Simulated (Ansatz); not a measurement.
```yaml
crystal:
  periodic: [false, false, false]
  atoms:
    - {symbol: B, position_ang: [-0.312130, -0.547118, -0.345311]}
    - {symbol: O, position_ang: [0.364112, 0.563770, 0.729894]}
    - {symbol: H, position_ang: [0.294910, -1.552710, -0.080380]}
    - {symbol: H, position_ang: [-1.471841, -0.533979, -0.021528]}
    - {symbol: H, position_ang: [-0.074741, -0.072542, -1.433060]}
    - {symbol: H, position_ang: [-0.041890, 1.424190, 0.575337]}
    - {symbol: H, position_ang: [1.302880, 0.650389, 0.529247]}
basis:
  gaussian: {orbitals: def2-SVP}
hamiltonian: {xc: {name: B97}}
```

```sh
$ ansatz run in.yaml --threads 4 --pin off --events-out ev --progress --plain --max-ram 10444MiB
```

It prints (some lines left out):

```
Functional definition: B97
587 factors; their error is unknown
mean field evaluation 1: about -2798.0543 eV, gradient 3.7e1 eV
mean field evaluation 2: about -2797.2671 eV, gradient 4.6e1 eV
mean field evaluation 4: about -2801.1970 eV, gradient 8.6e-1 eV
mean field evaluation 8: about -2801.1977 eV, gradient 6.9e-2 eV
mean field -2801.19773611 eV, -102.9421180819 hartree, gradient 2.3e-5 eV, S^2 0.000000; 0 other end points of the search recorded, 0 dependent functions left out
reference -2801.19775392 eV, -102.9421187366 hartree; 9, 9 occupied and 44, 44 virtual orbitals, 587 factors
Total energy: -2801.19775392 eV, -102.9421187366 hartree
```

Hardware: 4 threads of an Arm Neoverse V1 on a shared host. Wall time 0.65 s, peak host memory 0.27 GiB.
